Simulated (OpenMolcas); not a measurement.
## How basis sets differ on C2H5B (SMILES BC=C)

C2H5B has 8 atoms, charge 0, and is taken as a singlet. SMILES: `BC=C`. The shape is that of a PBE0-D4/def2-TZVP optimisation.

Each level gives the dipole moment (D). The values are calculated.

| level | kind | program | value (D) |
| --- | --- | --- | --- |
| HF/ANO-R0 (sfX2C) | Hartree–Fock | OpenMolcas | 2.13 |
| HF/STO-3G | Hartree–Fock | OpenMolcas | 0.97 |
| HF/3-21G | Hartree–Fock | OpenMolcas | 1.34 |
| HF/6-31G** (RICD fitting, Cartesian functions) | Hartree–Fock | OpenMolcas | 1.24 |
| HF/6-311+G** | Hartree–Fock | OpenMolcas | 1.19 |

The values span 0.97 to 2.13 D. Magnitudes only. Sets without polarisation functions give poor dipoles.
